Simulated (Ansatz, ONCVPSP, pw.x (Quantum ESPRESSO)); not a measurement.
# osmium (Os) (fcc): variants of one ONCV potential in the solid

osmium (Os), optimised norm-conserving Vanderbilt (ONCV), made with ONCVPSP 4.0.1 (LDA (Perdew-Wang 92), scalar-relativistic). Core [Kr] 4d10 4f14, reference 5s2 5p6 5d6 6s1.75 6p0.25. Waves: 5s+6s: rc 1.45 bohr, ncon 4, nbas 8, qcut 8.7 1/bohr, 2 projectors; 5p+6p: rc 2.25 bohr, ncon 4, nbas 8, qcut 7.7 1/bohr, 2 projectors; 5d: rc 2.25 bohr, ncon 4, nbas 9, qcut 8 1/bohr, 2 projectors, debl 3.5 Ha. Local part: polynomial inside 1.00 bohr (lpopt 5, dvloc0 1 Ha). Core correction: polynomial model core, fcfact 0.65.

Crystal test: fcc Os in pw.x 7.5, no spin, 15³ k-points, Fermi–Dirac smearing 0.01 Ry, cutoffs set for each file from its atomic test. The reference is all-electron LAPW (Ansatz 0.2.0) with the same functional, mesh and smearing; V0 and B0 come from Birch–Murnaghan fits to the pressures at five volumes. Errors are pseudo minus all-electron; Δ is the rms difference of the E(V) curves that follow from these fits, minima aligned, over ±6 % about the mean V0. Mesh and smearing are coarse, so the numbers serve the comparison and aren't converged zero-temperature values; the lattice is a test structure that the element need not adopt.

All-electron: a0 = 3.803 Å (V0 = 13.75 Å³/atom), B0 = 438.1 GPa.

Base: Atomic configuration tests: 1 of 4 tests not solved or not reliable.

1 further variants are left out: they gave no file fit for a test, a broken result, the same result as the base, or pressures whose basis-set error rivals the error shown.

```json
{"change": "base", "cutoffs (Ry)": "80/320", "pw.x": "converged", "a0 (Å)": "3.785", "a0 error (%)": "-0.47", "B0 error (%)": "+0.9", "Δ (meV/atom)": "18.6", "mean pressure error (GPa)": "-6.11"}
{"change": "p: qcut 5.3", "cutoffs (Ry)": "80/320", "pw.x": "converged", "a0 (Å)": "3.785", "a0 error (%)": "-0.46", "B0 error (%)": "+0.9", "Δ (meV/atom)": "18.4", "mean pressure error (GPa)": "-6.07"}
{"change": "p: qcut 6.1", "cutoffs (Ry)": "80/320", "pw.x": "converged", "a0 (Å)": "3.785", "a0 error (%)": "-0.47", "B0 error (%)": "+1.0", "Δ (meV/atom)": "18.5", "mean pressure error (GPa)": "-6.08"}
{"change": "p: qcut 8.2", "cutoffs (Ry)": "80/320", "pw.x": "converged", "a0 (Å)": "3.785", "a0 error (%)": "-0.47", "B0 error (%)": "+1.0", "Δ (meV/atom)": "18.6", "mean pressure error (GPa)": "-6.11"}
```

Q: Give the row for: p: qcut 9.4.

A: pw.x: converged; mean pressure error (GPa): -6.11; a0 (Å): 3.785; a0 error (%): -0.47; B0 error (%): +1.0; Δ (meV/atom): 18.6.
